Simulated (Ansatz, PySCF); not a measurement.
Molecule: C2H6N, net charge 0, doublet state. It need not be the lowest isomer of its formula. SMILES: [CH2]CN
Coordinates optimised at B3LYP-D3(BJ)/def2-TZVP (Ansatz, a program for electronic structure):
```
C
H 1 1.0919
H 1 1.0919 2 107.00
N 1 1.4852 2 106.99 3 -114.39
H 4 1.0153 1 109.60 2 179.12
H 4 1.0153 5 106.18 1 -118.30
C 1 1.4856 2 111.07 3 121.37
H 7 1.0827 1 120.60 2 37.28
H 7 1.0827 8 117.47 1 -166.90
```
Charge 0, spin multiplicity 2.

Property: atomisation energy (electronic, to ground-state atoms), in kcal/mol. Correlated levels leave the core frozen unless marked. UHF or UKS for open shells. No spin-orbit coupling. No relativistic terms. The coupled-cluster limit lacks core correlation, which all-electron functionals hold. CBS marks a two-point X^-3 extrapolation of the correlation energy; Hartree-Fock from the larger set. The bracket is a focal-point correction in the basis named.

```json
[
 {"level": "PBE-D3(BJ)/def2-TZVPD", "program": "Ansatz + dftd3", "atomisation energy (kcal/mol)": "?"},
 {"level": "r2SCAN-D3(BJ)/def2-TZVPD", "program": "Ansatz + dftd3", "atomisation energy (kcal/mol)": "771.2"},
 {"level": "TPSSh/def2-TZVPD", "program": "PySCF", "atomisation energy (kcal/mol)": "773.3"},
 {"level": "HSE06-D3(BJ)/def2-TZVPD", "program": "Ansatz + dftd3", "atomisation energy (kcal/mol)": "774.8"},
 {"level": "CAM-B3LYP/def2-TZVPD", "program": "Ansatz", "atomisation energy (kcal/mol)": "?"},
 {"level": "LC-wPBE/def2-TZVPD", "program": "Ansatz", "atomisation energy (kcal/mol)": "?"},
 {"level": "RI-MP2/CBS(cc-pVTZ,cc-pVQZ)+[CCSD(T)-MP2]/cc-pVTZ", "program": "Ansatz", "atomisation energy (kcal/mol)": "768.4"}
]
```

**Question.** Fill in the missing entries.

**Answer.** 
- PBE-D3(BJ)/def2-TZVPD, atomisation energy (kcal/mol): 788.5
- CAM-B3LYP/def2-TZVPD, atomisation energy (kcal/mol): 773.7
- LC-wPBE/def2-TZVPD, atomisation energy (kcal/mol): 769.4
